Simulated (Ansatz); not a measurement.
**What a trial cell of Ni relaxes into**

Theory: DFT r2SCAN, scalar-relativistic, plane waves, PAW in Ansatz. Cutoff 500 eV, Γ-centred k mesh, Gaussian smearing, collinear spin, first started from parallel moments.

The start puts Ni on the simple hexagonal structure type (P6/mmm, No. 191), at a guessed volume.

```
CELL_PARAMETERS angstrom
2.36993 0.00000 0.00000
-1.18496 2.05242 0.00000
0.00000 0.00000 2.21440
ATOMIC_POSITIONS crystal
Ni 0.00000 0.00000 0.00000
```

Cell and atoms relax at zero pressure; the relaxation can't lower the symmetry of the start. After a coarse first stage the cell is made exact in the group found at 0.06 Å.

Energies count from the standard state of Ni at the same level.

What does it relax into?

It keeps P6/mmm (No. 191). The result has the simple hexagonal structure. Conventional cell: a = 2.383 Å, c = 2.330 Å. Ni is coordinated by 8 Ni at 2.33–2.38 Å.

```xyz
1
Lattice="2.3827 0.0000 0.0000 -1.1913 2.0634 0.0000 0.0000 0.0000 2.3301" Properties=species:S:1:pos:R:3 pbc="T T T"
Ni    0.0000    0.0000    0.0000
```

What are its volume, energy, gap and moment?

The volume per atom is 11.46 Å³ and the density is 8.51 g/cm³. The energy over the standard structure is 0.47 eV/atom. The gap on the 27×27×24 mesh is 0 eV (a metal), the net moment per atom is 0.73 μB and the largest site moment is 0.79 μB.

The final run used a 27×27×24 mesh on its 1-atom cell and 0.10 eV smearing. The k mesh leaves about 4 meV/atom of noise in metals. The magnetic state reached may not be the lowest. Symmetry constrained the relaxation, so the result can be a saddle point.